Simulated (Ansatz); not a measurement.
A made-up structure of Al2NH3, closed shell:

```xyz
6
angstrom
N -0.7331 -0.3260 -0.2158
Al 0.8723 0.5231 -1.0977
Al 0.3449 0.0183 1.4561
H -1.7325 -0.7706 -0.5102
H 1.2412 0.8682 -2.8043
H 0.0072 -0.3131 3.1719
```

It is relaxed with PBE-D4/def2-SVP and then PBE0-D4/def2-TZVP (Ansatz 0.2.0). Atoms count as bonded within 1.22 times the sum of their covalent radii (H–H: 0.88 Å). The end point is not checked to be a true minimum.

(1) Does its bonding change? (Judge from chemistry; the calculation decides.)

## Answers

(1) Computed: No: no bond forms or breaks.

Where it ends: The first stage lowers the energy by 1.12 eV in 5 steps. It ends as Al₂NH₃ ([NH]1[AlH][AlH]1):
N1  (-0.654, -0.291, -0.193)
Al2  (0.779, 0.467, -0.980)
Al3  (0.308, 0.016, 1.300)
H4  (-1.547, -0.688, -0.455)
H5  (1.108, 0.775, -2.505)
H6  (0.006, -0.280, 2.832)
(Å)

Labels in which every atom is bracketed show which atoms are joined, not bond orders.

For scale, one of the runs: PBE0-D4/def2-TZVP relaxation, 123 basis functions, launched by `ansatz run in.yaml --threads 2 --pin off --events-out ev --progress --plain --max-ram 4352MiB`. Hardware: 2 CPU threads of an Intel Xeon Platinum 8259CL, shared host. Wall time about 16 s.
